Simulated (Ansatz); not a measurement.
`F[SiH2]P`, relaxed with RKS PBE-D4/def2-SVP in Ansatz 0.2.0 from a rough embedded geometry. The force threshold is 0.03 eV/Å; the program also tests the step.

Total charge 0; spin multiplicity 1.

Start:

```xyz
7

F     1.468   -0.943    1.097
Si    0.771    0.187    0.285
P    -1.365   -0.266    0.248
H     0.941    1.512    0.910
H     1.275    0.249   -1.117
H    -1.320   -1.396   -0.626
H    -1.770    0.656   -0.795
```

Task: By how much does the energy fall, and how many steps does the optimiser take? (Estimate.)

Result: Computed: 0.28 eV, in 7 steps.

Task: Which bonds change most? (Best estimate.)

Result: Ansatz gave: Si2–P3 from 2.183 to 2.271 Å; F1–Si2 from 1.556 to 1.642 Å; Si2–H4 from 1.475 to 1.503 Å; P3–H6 from 1.429 to 1.441 Å.

Task: Give the relaxed structure. (Best estimate.)

Result: Computed: 
```xyz
7

F     1.556   -0.893    1.179
Si    0.737    0.180    0.244
P    -1.469   -0.360    0.283
H     0.891    1.551    0.839
H     1.355    0.143   -1.126
H    -1.329   -1.331   -0.772
H    -1.741    0.711   -0.647
```
